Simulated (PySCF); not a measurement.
Input and output of a geometry optimisation on B2ClH5.

Computed with PBE0-D3(BJ)/def2-SVP geometry optimisation, gas phase (PySCF).

Input of the driver that calls PySCF (job settings, then Cartesian coordinates in Å, the GFN2-xTB start):

```
{"job": {"xc": "PBE0", "basis": "def2-SVP", "d3": "d3bj", "grid": 1, "maxiter": 40, "kind": "geom"}, "charge": 0, "multiplicity": 1}
B     -0.6256    -0.1022     0.6004
Cl    -0.2010    -0.8159     2.1542
H     -1.7521     0.2008     0.4673
H      0.1990     0.9008     0.2733
B      0.6006     0.1597    -0.7299
H      0.2419     0.6394    -1.7364
H      1.7246    -0.1395    -0.6064
H     -0.1874    -0.8431    -0.4224
```

The driver printed:

```
step   0  E = -512.50915369  max force = 0.019368
step   1  E = -512.51249439  max force = 0.006482
step   2  E = -512.51296686  max force = 0.002089
step   3  E = -512.51302855  max force = 0.001014
step   4  E = -512.51303865  max force = 0.000889
step   5  E = -512.51304892  max force = 0.000485
step   6  E = -512.51305806  max force = 0.000654
step   7  E = -512.51306573  max force = 0.000870
step   8  E = -512.51306941  max force = 0.000890
step   9  E = -512.51307010  max force = 0.000471
step  10  E = -512.51306933  max force = 0.000205
optimisation converged
```

Energies are in Eh and forces in Eh/bohr. The run used 71 basis functions and 53 SCF iterations in all.

The run took 13 s of wall time on Arm Neoverse V2, one thread, on a shared host.

How much energy does the optimisation gain, and how much of it in the first step?

2.5 kcal/mol (107 meV) from step 0 to step 10; the first step changes the energy by -2.1 kcal/mol. The largest force component goes from 0.0194 to 0.00020 Eh/bohr.

Final geometry (Å):

```
atom  x, y, z in Å
B1    -0.5941   -0.0925    0.5922
Cl2   -0.1101   -0.7742    2.1528
H3    -1.7439    0.2162    0.4236
H4     0.1784    0.9553    0.2400
B5     0.5787    0.1384   -0.7085
H6     0.1830    0.6082   -1.7430
H7     1.7223   -0.1778   -0.5180
H8    -0.2144   -0.8736   -0.4391
```

Point group Cs. No PBE0-D3(BJ)/def2-SVP frequencies stand behind this structure, so it isn't proved a minimum. After the best overlay, start and end differ by 0.06 Å (root mean square over atoms).
